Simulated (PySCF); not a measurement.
## Computed data sheet: `NCCCO` (3-amino-1-propanol)

3-amino-1-propanol, C3H9NO.
Geometry (PBE0-D3(BJ)/def2-SVP, Å), atoms numbered from 1 in this order:
```
atom  x, y, z in Å
N1     1.271    0.761    0.640
C2     0.934   -0.584    0.182
C3    -0.575   -0.782    0.127
C4    -1.274    0.198   -0.809
O5    -1.178    1.522   -0.381
H6     1.055    0.864    1.631
H7     2.265    0.951    0.534
H8     1.396   -1.385    0.793
H9     1.342   -0.700   -0.837
H10   -1.001   -0.668    1.141
H11   -0.786   -1.817   -0.189
H12   -0.860    0.060   -1.833
H13   -2.345   -0.060   -0.875
H14   -0.243    1.639   -0.123
```

Structural features include: alcohol and amine.

PBE0-D3(BJ)/def2-SVP geometry optimisation, gas phase (PySCF):

```yaml
Point_group: C1
Rotational_constants_A_B_C: 7.443, 4.020, 2.907 GHz
```

From CAM-B3LYP/def2-SVPD ground state, ΔSCF and vertical TDDFT (core frozen in the response) (PySCF):

```yaml
Dipole_moment: 3.61 D
HOMO_energy: -8.64 eV
LUMO_energy: 1.16 eV
HOMO–LUMO_gap: 9.80 eV
Lowest_singlet_excitation: 6.55 eV (189 nm, f = 0.010)
Strongest_line_among_the_10_lowest_singlet_transitions: S8 at 8.30 eV (149 nm, f = 0.054)
Lowest_triplet_excitation_Tamm–Dancoff: 6.26 eV
Static_isotropic_polarisability: 52.8 au
Vertical_ionisation_energy: 9.56 eV
Electronic_spatial_extent_⟨r²⟩_about_the_centre_of_nuclear_charge: 472 bohr²
```

**KT3/pcSseg-2 ground state and GIAO shieldings, non-relativistic (PySCF)**

```yaml
13C_chemical_shifts_computed_TMS_as_zero_by_class: 71.4 (C4), 51.3 (C2), 38.4 (C3) ppm
1H_chemical_shifts_computed_TMS_as_zero_by_class: 5.13 (H14), 3.98 (H12/H13), 3.26 (H8/H9), 1.59 (H10/H11), 0.88 (H6/H7) ppm
Isotropic_shieldings_of_nuclei_other_than_C_and_H_by_class: 212 (N1), 264 (O5) ppm
```

**B3LYP/pcJ-1 indirect spin-spin coupling, non-relativistic, gas phase; spin–dipole term left out for some pairs (PySCF)**

```yaml
Largest_of_the_computed_one-bond_spin–spin_couplings_means_over_like_bonds: 13C–1H +143.3 (C4–H12 and 1 like it), 13C–1H +137.2 (C2–H8 and 1 like it), 13C–1H +129.5 (C3–H10 and 1 like it), 17O–1H -74.0 (O5–H14), 15N–1H -67.5 (N1–H6 and 1 like it), 13C–13C +38.9 (C2–C3), 13C–13C +36.2 (C3–C4), 17O–13C +21.2 (O5–C4) Hz
```

**delta-SCF UKS SCAN, pcX-2 on the ionised atom, pcseg-1 elsewhere, spin-free X2C (PySCF)**

```yaml
Core_binding_energies: C1s 290.6 (C3), C1s 291.7 (C4), C1s 291.7 (C2), N1s 405.5 (N1), O1s 537.5 (O5) eV
```

Monoisotopic mass from the formula: 75.0684 u.

The rotational constants make it an asymmetric top with κ = (2B − A − C)/(A − C) = -0.51, nearer the prolate limit (−1). The polarisability is 7.82 Å³ as a volume (1 au = 0.148185 Å³), or 1.26 au for each of the 42 electrons. The 10 singlets span 6.55 to 8.92 eV, and their oscillator strengths add up to 0.22. With B = h/(8π²I), that is 505.379 GHz u Å² over I, the principal moments of inertia are 67.9, 125.7 and 173.8 u Å² (most abundant isotopes); the inertial defect Ic − Ia − Ib is -19.8 u Å² (zero for a rigid planar frame, negative otherwise). The largest Löwdin shares of the HOMO are 0.38 on O5, 0.24 on N1, 0.09 on C4 and 0.08 on C3.

 NMR classes are plain means over equivalent atoms (diastereotopic ones count apart unless rotation or inversion swaps them), as if these changed places fast; in this geometry the members of some classes differ.

For the TDDFT job (CAM-B3LYP/def2-SVPD), on Arm Neoverse V1, one thread (shared host), this took 87 s.

One conformer stands for the species.
